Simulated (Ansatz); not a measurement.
Compare A (`CCC(O)Cl`) with its isomer B (`OCCCCl`).

Gas-phase electronic energies from Ansatz, PBE0-D4/def2-TZVP geometries. CBS: MP2 limit from def2 TZ/QZ plus the TZ coupled-cluster correction, frozen cores. Functionals use def2-TZVPP. B3LYP here is the variant with VWN-RPA as its local correlation; programs differ in this. Each species was taken in one conformer, which may not be the lowest.

(1) Which is lower in electronic energy at CCSD(T)/CBS, and by how much? (Estimate.)

(2) Give E(B) − E(A) in kJ/mol with ωB97M-V, HF/def2-TZVPP, CCSD/def2-TZVPP, MP2/def2-TZVPP, B3LYP-D4, r2SCAN-D4, CCSD(T)/def2-TZVPP. (An estimate is asked.)

Largest T1 diagnostic: 0.010.

Results:

(1) Ansatz gave: A, by 26.7 kJ/mol.

(2) The calculation gave: ωB97M-V 28.9, HF/def2-TZVPP 20.4, CCSD/def2-TZVPP 24.7, MP2/def2-TZVPP 28.8, B3LYP-D4 28.8, r2SCAN-D4 34.0, CCSD(T)/def2-TZVPP 27.0. None reverses the order clearly.

In def2-TZVPP, CCSD(T) changes the Hartree–Fock value by +6.6 kJ/mol (the triples alone add +2.2 kJ/mol) and MP2 by +8.4 kJ/mol.
